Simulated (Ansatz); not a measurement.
# CH₄MgO: a ladder of functionals and wavefunction methods

An exercise on one series of results from a longer session: the logs are not shown, and one member is left open.

The runs use Ansatz 0.2.0, Gaussian basis; functionals in def2-TZVPP, the program's frozen cores in correlated methods.

Levels to be run: LDA (SPW92), PBE-D4, revPBE-D4, BLYP-D4, r2SCAN-D4, B97M-V, PBE0-D4, B3LYP-D4, r2SCANh-D4, r2SCAN0-D4, HSE06-D4, BHLYP-D4, CAM-B3LYP-D4, LC-ωPBE, ωB97X-V, ωB97M-V, B2PLYP, PBE-QIDH; CCSD(T)/def2-SVP; CCSD(T)/def2-TZVPP; MP2/def2-QZVPP; extrapolation to the limit; RPA on PBE.

### The geometry

An earlier PBE0-D4 in a triple-zeta def2 set relaxation fixed the geometry.

7 atoms, charge 0, spin multiplicity 1.

Atoms are counted from 1 here; the program's logs count them from 0.

Bond lengths: C1–Mg2 2.073 Å, C1–H4 1.094 Å, C1–H5 1.094 Å, C1–H6 1.094 Å, Mg2–O3 1.764 Å, O3–H7 0.946 Å. Angles: Mg2–C1–H4 111.6°, Mg2–C1–H5 111.6°, Mg2–C1–H6 111.6°, H4–C1–H5 107.3°, H4–C1–H6 107.3°, H5–C1–H6 107.3°, C1–Mg2–O3 179.9°, Mg2–O3–H7 179.3°.

Set-up of the first run:

Contents of in.yaml:

```yaml
crystal:
  periodic: [false, false, false]
  atoms:
    - {symbol: C, position_ang: [-1.108909, 0.683633, -0.332942]}
    - {symbol: Mg, position_ang: [0.601306, -0.377118, 0.165441]}
    - {symbol: O, position_ang: [2.057084, -1.279543, 0.586870]}
    - {symbol: H, position_ang: [-1.916457, 0.018295, -0.652860]}
    - {symbol: H, position_ang: [-0.923011, 1.385667, -1.151308]}
    - {symbol: H, position_ang: [-1.483645, 1.264927, 0.514904]}
    - {symbol: H, position_ang: [2.834833, -1.763860, 0.824195]}
basis:
  gaussian: {orbitals: def2-TZVPP}
hamiltonian: {xc: lda}
output: {orbitals: {seedname: orbitals}}
```

The run is started by

```bash
$ ansatz run in.yaml --threads 4 --pin off --events-out ev --progress --plain --max-ram 10444MiB
```

Among the steps run: LDA; PBE-D4 (GGA); revPBE-D4 (GGA); BLYP-D4 (GGA); r2SCAN-D4 (meta-GGA); B97M-V (meta-GGA); B3LYP-D4 (hybrid); r2SCANh-D4 (hybrid); r2SCAN0-D4 (hybrid); HSE06-D4 (hybrid); BHLYP-D4 (hybrid); CAM-B3LYP-D4 (range-separated); LC-ωPBE (range-separated); ωB97X-V (range-separated); ωB97M-V (range-separated); B2PLYP (double hybrid); PBE-QIDH (double hybrid).

One table of the session follows, with a row left open; its other results are not shown here.

It belongs to the step «Orbital energies across the functionals». 

| functional | HOMO (eV) | gap (eV) |
| --- | --- | --- |
| LDA (SPW92) | -6.27 | 4.72 |
| PBE-D4 | -6.09 | 4.69 |
| revPBE-D4 | -6.00 | 4.68 |
| BLYP-D4 | -5.98 | 4.57 |
| r2SCAN-D4 | -6.23 | 5.31 |
| B97M-V | -6.33 | 4.92 |
| PBE0-D4 | -7.26 | 6.55 |
| B3LYP-D4 | ? | ? |
| r2SCANh-D4 | -6.68 | 5.97 |
| r2SCAN0-D4 | -7.36 | 6.94 |
| HSE06-D4 | -6.85 | 5.80 |
| BHLYP-D4 | -8.35 | 8.16 |
| CAM-B3LYP-D4 | -8.66 | 8.62 |
| LC-ωPBE | -9.99 | 11.01 |
| ωB97X-V | -9.63 | 10.51 |
| ωB97M-V | -9.52 | 9.97 |

**Question.** Estimate the row for B3LYP-D4.

Worked estimate for «HOMO (eV)». Against the share of exact exchange, BLYP-D4 (0, -5.98), BHLYP-D4 (0.5, -8.35) give a slope of -4.74 per unit share; at 0.2 the line stands at -6.93.

As computed: HOMO (eV): -7.06; gap (eV): 6.06. In «HOMO (eV)» the line misses by +0.13.
